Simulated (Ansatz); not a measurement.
Process, species as SMILES: [O]N=O → N atom + 2 O atom
B3LYP-D3(BJ)/def2-TZVP geometries, fixed; electronic energies without zero-point terms.
Largest species:
```
N
O 1 1.1906
O 1 1.1906 2 134.41
```
Charge 0, spin multiplicity 2.

The atomisation energy at CCSD(T) with Ansatz (an electronic-structure program), in kcal/mol, split into its Hartree-Fock and correlation parts. Cores are frozen. Open shells are unrestricted. No added dispersion term, no relativity. Functions are those of the species that has most.

```
basis    X  functions  Hartree-Fock  CCSD(T)
-------  -  ---------  ------------  -------
cc-pVDZ  2         42         46.21   191.56
cc-pVTZ  3         90         54.40   211.73
cc-pVQZ  4        165         55.52   219.98
```

Worked estimate of the basis-set limit from each neighbouring pair, with Hartree-Fock from the larger set and the correlation part extrapolated as X^-3.
Correlation parts: X = 2: 145.35, X = 3: 157.33, X = 4: 164.46.
- (2,3): (27·(157.33) - 8·(145.35))/19 = 162.37; with Hartree-Fock 54.40 the estimate is 216.77 kcal/mol.
- (3,4): (64·(164.46) - 27·(157.33))/37 = 169.66; with Hartree-Fock 55.52 the estimate is 225.18 kcal/mol.
The last two estimates differ by 8.41 kcal/mol; the largest set lies 5.20 from the last. Over the last step Hartree-Fock moves by 1.12 and the correlation part by 7.13.
